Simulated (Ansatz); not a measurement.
# CHSi (quartet): wave-function methods side by side at scale of all distances = 0.876, 6-31G

Aim: climb from Hartree-Fock through coupled cluster and multireference methods for CHSi (quartet) at one geometry and basis, and see what each rung misses.

The runs use Ansatz 0.2.0, Gaussian basis; 6-31G, core rule «outside noble gas», up to 6 orbitals frozen.

Plan: UHF; CCSD(T) on ROHF; CCSD(T) on UHF; BCCD(T) on ROHF; CISD; CCSDT(Q) on ROHF; CCSDT(Q) on UHF; CCSDTQ on ROHF; CASSCF and MRCISD+Q, 5 electrons in 5 orbitals; CASSCF and NEVPT2, 5 electrons in 5 orbitals; CASSCF and MRCISD+Q, 9 electrons in 9 orbitals; CASSCF and MRCISD+Q(relaxed), 9 electrons in 9 orbitals; CASSCF and NEVPT2, 9 electrons in 9 orbitals; Full CI.

18 further runs of the same task are left out: 15 that didn't finish, 3 set aside as unsound or not needed.

## Step 1: What is computed

The geometry derives from a PBE0/def2-TZVP stationary point (not a proven minimum). All distances are scaled together.

3 atoms, charge 0, spin multiplicity 4.

Atoms are counted from 1 here; the program's logs count them from 0.

Bond lengths: Si1–C2 1.612 Å, Si1–H3 1.343 Å. Angles: C2–Si1–H3 97.9°.

## Step 2: UHF

The input, in.yaml:

```yaml
crystal:
  periodic: [false, false, false]
  atoms:
    - {symbol: Si, position_ang: [0.000000, -0.072910, 0.461855]}
    - {symbol: C, position_ang: [0.000000, 0.066771, -1.143840]}
    - {symbol: H, position_ang: [0.000000, 1.235946, 0.760838]}
basis:
  gaussian: {orbitals: 6-31G}
magnetization: {spin_polarized: true, initial_magnetization: 3}
hamiltonian: {xc: hf}
output: {orbitals: {seedname: orbitals}}
```

Command:

```console
> ansatz run in.yaml --threads 1 --pin off --events-out ev --progress --plain --max-ram 2393MiB
```

The runs that follow: CCSD(T) on ROHF; CCSD(T) on UHF; BCCD(T) on ROHF; CISD; CCSDT(Q) on ROHF; CCSDT(Q) on UHF; CCSDTQ on ROHF; CASSCF and MRCISD+Q, 5 electrons in 5 orbitals; CASSCF and NEVPT2, 5 electrons in 5 orbitals; CASSCF and MRCISD+Q, 9 electrons in 9 orbitals; CASSCF and MRCISD+Q(relaxed), 9 electrons in 9 orbitals; CASSCF and NEVPT2, 9 electrons in 9 orbitals; Full CI.

Q: Predict the results of all the runs planned. Wanted: FCI below the RHF energy; RMP2 from FCI; UMP2 from FCI; RCCSD from FCI; RCCSD(T) from FCI; UCCSD(T) from FCI; RCCSDT(Q) from FCI; UCCSDT(Q) from FCI; NEVPT2 pair from FCI.

As calculated:

| quantity | value |
| --- | --- |
| FCI below the RHF energy | -2.7800 eV |
| RMP2 from FCI | +866.3 meV |
| UMP2 from FCI | +835.1 meV |
| RCCSD from FCI | +99.6 meV |
| RCCSD(T) from FCI | +32.8 meV |
| UCCSD(T) from FCI | +32.8 meV |
| RCCSDT(Q) from FCI | +1.3 meV |
| UCCSDT(Q) from FCI | +0.4 meV |
| NEVPT2 pair from FCI | +668.0 meV |
| MRCISD+Q pair from FCI | +74.2 meV |
| NEVPT2 valence from FCI | +332.5 meV |
| levels within 1 kcal/mol (43 meV) | RCCSD(T), UCCSD(T), BCCD(T), RCCSDT, UCCSDT, RCCSDT(Q), UCCSDT(Q), RCCSDTQ, MRCISD+Q valence, MRCISD+Q(relaxed) valence |
| T1 diagnostic | 0.052 |
| effectively unpaired electrons | 3.05 |

In words: RCCSD(T) lands +32.8 meV from the yardstick (1.2 % of the correlation energy). MRCISD+Q(relaxed) valence falls below full CI: the +Q correction isn't variational, and the cores differ from full CI's. The occupations are near whole numbers, but T1 = 0.052 shows that the orbitals relax strongly. Of the multireference levels listed MRCISD+Q(relaxed) valence comes nearest in total energy (-2.6 meV), which doesn't show that its space is the better one. Coupled cluster took another determinant than the lowest Hartree-Fock one. These misses are within one basis, not against nature; the frozen cores of restricted and unrestricted runs differ, which can shift their rows.
